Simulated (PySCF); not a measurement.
# `C=C=C(C)C=C`, C6H8

Geometry:
| atom | x (Å) | y (Å) | z (Å) |
| --- | --- | --- | --- |
| C1 | 0.260 | -1.892 | 1.826 |
| C2 | 0.131 | -0.899 | 0.987 |
| C3 | 0.002 | 0.104 | 0.136 |
| C4 | -0.071 | 1.527 | 0.621 |
| C5 | -0.071 | -0.175 | -1.302 |
| C6 | -0.199 | 0.748 | -2.265 |
| H7 | -0.615 | -2.395 | 2.255 |
| H8 | 1.247 | -2.258 | 2.132 |
| H9 | -0.001 | 1.579 | 1.715 |
| H10 | -1.019 | 1.995 | 0.309 |
| H11 | 0.748 | 2.126 | 0.190 |
| H12 | -0.013 | -1.232 | -1.579 |
| H13 | -0.246 | 0.459 | -3.317 |
| H14 | -0.262 | 1.817 | -2.044 |

Method: TDDFT B3LYP/aug-cc-pVDZ excited states, vertical, gas phase (PySCF). Geometry: PBE0-D3(BJ)/def2-SVP.

Question: How strongly do the lowest singlets absorb one photon, and two photons of half the energy?

Answer: δ for parallel linear polarisation; σ at the peak of a Lorentzian of half width 0.1 eV, single beam; Ω is circular over linear.
| state | E (eV) | f | photon λ (nm) | δ (au) | σ (GM) | Ω | main |
| --- | --- | --- | --- | --- | --- | --- | --- |
| S1 | 5.05 | 0.003 | 491 | 16 | 0.15 | 1.50 | HOMO→LUMO+1 0.49, HOMO→LUMO+2 0.29 |
| S2 | 5.36 | 0.002 | 463 | 6.92 | 0.07 | 1.50 | HOMO−1→LUMO 0.58, HOMO→LUMO+1 0.30 |
| S3 | 5.42 | 0.005 | 457 | 3.44 | 0.04 | 1.50 | HOMO→LUMO+2 0.38, HOMO−1→LUMO 0.34 |
| S4 | 5.46 | 0.674 | 454 | 108 | 1.18 | 0.32 | HOMO→LUMO 0.94 |
| S5 | 5.79 | 0.006 | 428 | 396 | 4.87 | 1.50 | HOMO→LUMO+3 0.74, HOMO→LUMO+2 0.23 |

Among these, the strongest one-photon state is S4, the strongest two-photon state S5, with a dipole change of 1.8 D (relaxed, norm of the difference vector).
